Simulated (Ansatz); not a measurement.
```yaml
crystal:
  periodic: [false, false, false]
  atoms:
    - {symbol: Al, position_ang: [0.000000, 0.000000, -2.285707]}
    - {symbol: Si, position_ang: [0.000000, 0.000000, 0.119518]}
    - {symbol: P, position_ang: [0.000000, 0.000000, 2.166189]}
basis:
  gaussian: {orbitals: def2-TZVP}
hamiltonian: {xc: pbe0}
relax: {f_tol: 0.004, max_steps: 80}
```

```sh
$ ansatz run in.yaml --threads 1 --pin off --events-out ev --progress --plain --max-ram 2176MiB
```

Steps of the relaxation (energy above the last step; positions in Å, forces in eV/Å):

```
3
step 1, 169.3 meV
Al    0.000    0.000   -2.286    0.000    0.000   -1.277
Si    0.000    0.000    0.120    0.000    0.000    2.983
P     0.000    0.000    2.166    0.000    0.000   -1.706
```

```
3
step 2, 13.1 meV
Al    0.000    0.000   -2.349    0.000    0.000   -0.233
Si    0.000    0.000    0.199    0.000    0.000   -0.497
P     0.000    0.000    2.151    0.000    0.000    0.730
```

```
3
step 3, 0.1 meV
Al    0.000    0.000   -2.382    0.000    0.000   -0.022
Si    0.000    0.000    0.202    0.000    0.000    0.044
P     0.000    0.000    2.179    0.000    0.000   -0.022
```

```
3
step 5, 0.0 meV
Al    0.000    0.000   -2.384    0.000    0.000    0.000
Si    0.000    0.000    0.204    0.000    0.000    0.000
P     0.000    0.000    2.180    0.000    0.000    0.000
```

Close pairs at the end: Si2–P3 1.976 Å, Al1–Si2 2.588 Å.

A stationary point of restricted PBE0 after 5 steps (its stability towards spin polarisation wasn't tested); no frequencies were run, so it isn't proven a minimum. 8 s on 1 thread of Intel Xeon 6975P-C, shared host.
